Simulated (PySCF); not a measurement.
Molecule: `C#CF`, C2HF.

Numbering as in the mapped SMILES `[CH:1]#[C:2][F:3]` (H(Xn): hydrogen on atom n).

Spin–spin couplings on one PBE0-D3(BJ)/def2-SVP geometry, PySCF 2.14, gas phase, non-relativistic, equivalent pairs averaged; isotopes ¹⁹F, ¹H; basis pcJ-1.

Reference values (Hz): ³J(F3,H(C1)) = 21.0 (measured; Jessen and Sauer, arXiv:2312.00705; CC3 and CCSD from Faber, Sauer, Gauss 2017).

Q: How do the couplings (Hz) change with the functional? Times are CPU seconds on shared hosts with different chips, so compare them loosely.

A: 
```tsv
functional	functions	³J(F3,H(C1))	abs. error	core-s
HF	91	-83.1	62.1	0.7
LDA	91	24.6	3.6	1.7
PBE	91	21.6	0.6	2.5
KT2	91	19.7	1.3	2.5
B3LYP	91	17.1	3.9	3.1
PBE0	91	15.2	5.8	2
B97-2	91	18.1	2.9	2
BHandHLYP	91	6.9	14.1	2.4
CAM-B3LYP	91	15.8	5.2	3
```

Errors compare magnitudes, without vibrational corrections. Closest: PBE; furthest: HF.
